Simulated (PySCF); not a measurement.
O3, SMILES O=[O+][O-] (connectivity only; charge and spin as stated), charge -1, multiplicity 2.

Geometry: PBE0-D3(BJ)/def2-TZVPD. The isomer is the one that the SMILES or the coordinates give; other isomers of the formula were not compared.

Computed with PBE0/def2-TZVPD in PySCF.

Isolated molecule, no solvent.

Computed frontier levels, dipole moment and polarisability:
The α spin, highest occupied and lowest empty level is -0.11 and 5.25 eV and the β spin, highest occupied and lowest empty level is -0.80 and 4.11 eV. The dipole moment about the centre of nuclear charge is 1.10 D, the mean static polarisability is 32.5 bohr³ (4.81 Å³) and the polarisability, principal values comes out as 20.8, 24.3, 52.2 bohr³. The ⟨S²⟩ is 0.756 (pure state 0.75).
